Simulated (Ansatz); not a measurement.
Mulliken charges of `C=C(N)N` from B3LYP/def2-TZVPP in Ansatz (PBE0-D4/def2-TZVP geometry).

```json
{"atom": "C1", "x (Å)": "-1.235", "y (Å)": "0.310", "z (Å)": "-0.399", "charge (e)": "-0.347"}
{"atom": "C2", "x (Å)": "0.005", "y (Å)": "-0.004", "z (Å)": "-0.001", "charge (e)": "0.291"}
{"atom": "N3", "x (Å)": "0.747", "y (Å)": "-1.067", "z (Å)": "-0.507", "charge (e)": "-0.329"}
{"atom": "N4", "x (Å)": "0.717", "y (Å)": "0.690", "z (Å)": "0.972", "charge (e)": "-0.329"}
{"atom": "H5", "x (Å)": "-1.795", "y (Å)": "-0.350", "z (Å)": "-1.047", "charge (e)": "0.063"}
{"atom": "H6", "x (Å)": "-1.704", "y (Å)": "1.231", "z (Å)": "-0.083", "charge (e)": "0.063"}
{"atom": "H7", "x (Å)": "1.198", "y (Å)": "-1.614", "z (Å)": "0.213", "charge (e)": "0.146"}
{"atom": "H8", "x (Å)": "0.231", "y (Å)": "-1.647", "z (Å)": "-1.148", "charge (e)": "0.147"}
{"atom": "H9", "x (Å)": "1.672", "y (Å)": "0.880", "z (Å)": "0.705", "charge (e)": "0.146"}
{"atom": "H10", "x (Å)": "0.247", "y (Å)": "1.520", "z (Å)": "1.297", "charge (e)": "0.147"}
```

Problem. By hand: the dipole of these point charges (1 e Å = 4.8032 D).

Solution. Σ q r = (0.217, -0.055, 0.070) e Å, of length 0.235 e Å = 1.13 D.

Problem. How does the dipole of the full density compare? (Estimate.)

Solution. Ansatz gave: (0.196, -0.050, 0.063) e Å, 1.02 D; the point charges give 1.11 times that, at 0° from its direction.

Point charges leave out the atoms' own dipoles, such as those of lone pairs, and Mulliken's split depends on the basis, so the close match here is no proof of good charges.

B3LYP here is the variant with VWN-RPA as its local correlation; programs differ in this.
